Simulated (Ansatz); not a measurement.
# CCl₂: small, medium and large basis sets

One table from this session's results is given with a row withheld; the runs are named, their logs left out.

Method: one geometry, several basis sets; program: Ansatz 0.2.0, Gaussian basis.

Levels to be run: PBE0-D4/def2-SVP; ωB97M-V/def2-SVP; PBE0-D4/def2-QZVPP; ωB97M-V/def2-QZVPP; CCSD(T)/cc-pV(D+d)Z; CCSD(T)/cc-pV(T+d)Z; CCSD(T)/cc-pV(Q+d)Z; the functionals' def2-TZVPP values are taken from earlier runs.

## Structure used throughout

The geometry comes from an earlier relaxation with PBE0-D4 in a triple-zeta def2 set; it is a stationary point.

SMILES `Cl[C]Cl`, 3 atoms, charge 0, spin multiplicity 1.

Atoms are counted from 1 here; the program's logs count them from 0.

Bond lengths: Cl1–C2 1.708 Å, C2–Cl3 1.708 Å. Angles: Cl1–C2–Cl3 109.5°.

The first run:

Input file in.yaml:

```yaml
crystal:
  periodic: [false, false, false]
  atoms:
    - {symbol: Cl, position_ang: [1.236737, -0.329343, 0.644283]}
    - {symbol: C, position_ang: [-0.231611, -0.585136, -0.189822]}
    - {symbol: Cl, position_ang: [-1.005126, 0.914479, -0.454461]}
basis:
  gaussian: {orbitals: def2-SVP}
hamiltonian: {xc: pbe0, dispersion: d4}
output: {orbitals: {seedname: orbitals}}
```

Among the steps run: PBE0-D4 in def2-SVP; ωB97M-V in def2-SVP; PBE0-D4 in def2-QZVPP; ωB97M-V in def2-QZVPP.

One of the session's tables, all rows but one given; the rest of the session is left out.

It belongs to the step «Functionals by basis». 

```
functional       basis  HOMO (eV)  LUMO (eV)
   PBE0-D4    def2-SVP      -7.27      -3.17
   PBE0-D4  def2-TZVPP          ?          ?
   PBE0-D4  def2-QZVPP      -7.53      -3.37
   ωB97M-V    def2-SVP      -9.49      -0.76
   ωB97M-V  def2-TZVPP      -9.76      -1.01
   ωB97M-V  def2-QZVPP      -9.79      -1.07
```

**Question.** Estimate the row for PBE0-D4, def2-TZVPP.

As computed: HOMO (eV): -7.49; LUMO (eV): -3.33. In the column «HOMO (eV)» it lies between PBE0-D4, def2-QZVPP (-7.53) and PBE0-D4, def2-SVP (-7.27).
